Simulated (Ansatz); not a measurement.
A made-up structure of CH₂ClSi, doublet:

C1  (-0.585, -0.359, -0.969)
Si2  (0.145, 0.288, 0.372)
Cl3  (1.542, -0.666, 1.498)
H4  (-0.978, -0.891, -1.812)
H5  (2.423, -1.590, 1.870)
(Å)

It is relaxed with PBE-D4/def2-SVP and then PBE0-D4/def2-TZVP (Ansatz 0.2.0). Atoms count as bonded within 1.22 times the sum of their covalent radii (H–H: 0.88 Å). The end point is not checked to be a true minimum.

(1) Does its bonding change? (Judge from chemistry; the calculation decides.)

## Answers

(1) By the calculation: Yes. Formed: C1–H5; broken: Cl3–H5.

Where it ends: The first stage lowers the energy by 4.35 eV in 31 steps. It ends as CH₂ClSi ([CH2][Si][Cl]):
C1  (0.265, -0.928, -0.399)
Si2  (0.103, 0.413, 0.831)
Cl3  (1.455, -0.199, 2.300)
H4  (-0.484, -1.066, -1.178)
H5  (1.208, -1.438, -0.596)
(Å)

Labels in which every atom is bracketed show which atoms are joined, not bond orders.

For scale, one of the runs: PBE0-D4/def2-TZVP relaxation, 117 basis functions, launched by `ansatz run in.yaml --threads 2 --pin off --events-out ev --progress --plain --max-ram 4352MiB`. The run took about 26 s on 2 CPU threads of an Arm Neoverse V1 (shared host).
